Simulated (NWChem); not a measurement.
# Correlation energy of isobutene (C₄H₈)

SMILES: C=C(C)C
```xyz
12

C     -1.2771     0.0000    -0.6812
C      0.0000     0.0000     0.1208
C      1.2771     0.0000    -0.6812
C      0.0000     0.0000     1.4702
H     -1.3299    -0.8886    -1.3479
H     -1.3299     0.8886    -1.3479
H     -2.1762     0.0000    -0.0350
H      1.3299    -0.8886    -1.3479
H      2.1762     0.0000    -0.0350
H      1.3299     0.8886    -1.3479
H      0.9401     0.0000     2.0449
H     -0.9401     0.0000     2.0449
```
Charge 0, spin multiplicity 1.

All runs are NWChem calculations. Structure: optimised with PBE/def2-SVP, a minimum by its harmonic frequencies.

Basis set: 6-31G*. Each correlation energy counts from its own Hartree-Fock reference.

```csv
method,correlation energy (mHa),difference from CCSD(T)
CCSD(T),-583.6,0.0
MP2,-514.9,+68.7
CR-CCSD[T],-579.5,+4.1
CR-CCSD(T),-578.9,+4.7
CCSD,-565.5,+18.1
CCSD+T(CCSD),-584.4,-0.8
SCS-MP2,-513.4,+70.2
```

The values span 71.0 mHa, from CCSD+T(CCSD) (lowest) to SCS-MP2 (highest). 

The correlated methods keep 4 core orbitals frozen. The Pople sets run with spherical d functions. Differences from the coupled-cluster row are differences between methods, not errors against experiment.
